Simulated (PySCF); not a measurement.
Molecule: 2,2,2-trifluoroethanol (C(O)C(F)(F)F, C2H3F3O).

Geometry:
| atom | x (Å) | y (Å) | z (Å) |
| --- | --- | --- | --- |
| O1 | -0.734 | -0.876 | -1.135 |
| C2 | -0.682 | 0.127 | -0.177 |
| C3 | 0.614 | 0.093 | 0.605 |
| F4 | 1.659 | 0.180 | -0.234 |
| F5 | 0.684 | 1.120 | 1.454 |
| F6 | 0.757 | -1.030 | 1.302 |
| H7 | -0.008 | -0.738 | -1.754 |
| H8 | -1.509 | -0.026 | 0.532 |
| H9 | -0.781 | 1.149 | -0.593 |

Spin–spin couplings on one PBE0-D3(BJ)/def2-SVP geometry, PySCF 2.14, gas phase, non-relativistic, equivalent pairs averaged; isotopes 13C, 1H; functional B3LYP.

Reference values (Hz): 1J(C2,H8) = 147.5 (measured; liquid or solution (compiled); San Fabian, Garcia de la Vega, Suardiaz et al., Magn. Reson. Chem. 2013, 51, 775 (SI)).

How do the couplings (Hz) change with the basis set? Times are CPU seconds on shared hosts with different chips, so compare them loosely. Far from the basis limit: pcJ-0, 6-31G*, def2-TZVP, cc-pVTZ.

## Answers


```
basis set  functions  1J(C2,H8)  abs. error  core-s
    pcJ-0         87      128.4        19.1     6.6
   6-31G*         90      160.0        12.5       7
    pcJ-1        192      149.7         2.2      32
def2-TZVP        204      141.8         5.7      23
  cc-pVTZ        222      132.3        15.2      25
```

Errors compare magnitudes, without vibrational corrections. Closest: pcJ-1; furthest: pcJ-0.

The Fermi-contact term samples the wavefunction at the nucleus, which is why sets with added tight s functions (names with J) are made for couplings. Agreement of an ordinary basis with the reference is then largely a cancellation of errors.
